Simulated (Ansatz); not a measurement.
## Energy profile

The step: BNH₃F ([NH2][BH][F]) → BNH₂ ([BH][NH]) + HF; bonds formed: F2–H4; bonds broken: B1–F2, N3–H4 (atoms numbered as in the saddle structure below).

```tsv
atom	x (Å)	y (Å)	z (Å)
B1	-0.3260	0.1591	-0.5145
F2	0.4519	1.3532	0.6236
N3	0.0901	-0.8469	0.1880
H4	0.6052	0.3766	0.9170
H5	-0.8437	0.8021	-1.3538
H6	0.0224	-1.8440	0.1398
```

Electronic energies by CCSD(T) at an estimated basis limit (MP2 extrapolated from triple and quadruple zeta, plus CCSD(T) − MP2 in triple zeta), on PBE0-D4/def2-TZVP structures; BNH$_{3}$F, closed shell; no counterpoise correction. Program: Ansatz 0.2.0. Basis: def2-TZVPP and def2-QZVPP. Cores are frozen in the correlated methods. Extrapolation: Hartree–Fock as exp(−7.88 √X), correlation as X^−2.97.

(1) Give the profile in kcal/mol, counted from the start structure. (To be estimated.)

The T1 diagnostic stays at or below 0.017.

## Answers

(1) The calculation gives:
```
                                                                                    point  kcal/mol
                                                                          start structure      0.00
                                                                                   saddle     75.01
                                                                            end structure     59.14
separated: BNH$_{2}$ (linked as [BH][NH]; B1, N3, H5, H6; singlet) + HF (F2, H4; singlet)     64.50
```

For scale, one of the runs: CCSD(T)/def2-TZVPP, 135 basis functions, launched by `ansatz run in.yaml --threads 2 --pin off --events-out ev --progress --plain --max-ram 4352MiB`. The run took 8 s on 2 CPU threads of an Intel Xeon Platinum 8259CL (shared host), with 0.77 GiB of host memory at its peak.
